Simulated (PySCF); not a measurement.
Process, species as SMILES: P (PH3) → [PH2-] + H+
B3LYP-D3(BJ)/def2-TZVP geometries, fixed; electronic energies without zero-point terms.

Basis-set convergence of the deprotonation energy at HF with PySCF. All functions are spherical. Density fitting with generated auxiliary sets. No added dispersion term, no relativity. Functions are those of the species that has most. Reference: the value in aug-pcseg-3, 376.48 kcal/mol, itself unsure by roughly 1.13 kcal/mol (its mean distance from aug-cc-pV(Q+d)Z, def2-QZVPPD). Deviations are taken from unrounded values.

| basis | functions | deprotonation energy (kcal/mol) | minus reference (kcal/mol) |
|---|---|---|---|
| 6-31G** | 33 | 384.15 | 7.66 |
| cc-pV(D+d)Z | 38 | 388.77 | 12.29 |
| 6-311G** | 44 | 376.27 | -0.22 |
| 6-311+G** | 48 | 375.37 | -1.11 |
| def2-SVPD | 48 | 385.00 | 8.52 |
| aug-pcseg-1 | 54 | 374.41 | -2.08 |
| aug-cc-pV(D+d)Z | 59 | 374.85 | -1.64 |
| 6-311++G(2d,2p) | 65 | 376.06 | -0.42 |
| def2-TZVPD | 70 | 380.30 | 3.82 |
| pcseg-2 | 76 | 380.37 | 3.88 |
| cc-pV(T+d)Z | 81 | 383.66 | 7.17 |
| def2-TZVPP | 84 | 382.34 | 5.86 |
| jun-cc-pV(T+d)Z | 90 | 376.23 | -0.25 |
| aug-pcseg-2 | 119 | 376.08 | -0.40 |
| aug-cc-pV(T+d)Z | 124 | 376.17 | -0.31 |
| cc-pV(Q+d)Z | 154 | 379.85 | 3.37 |
| def2-QZVPP | 160 | 379.12 | 2.64 |
| pcseg-3 | 163 | 377.57 | 1.08 |
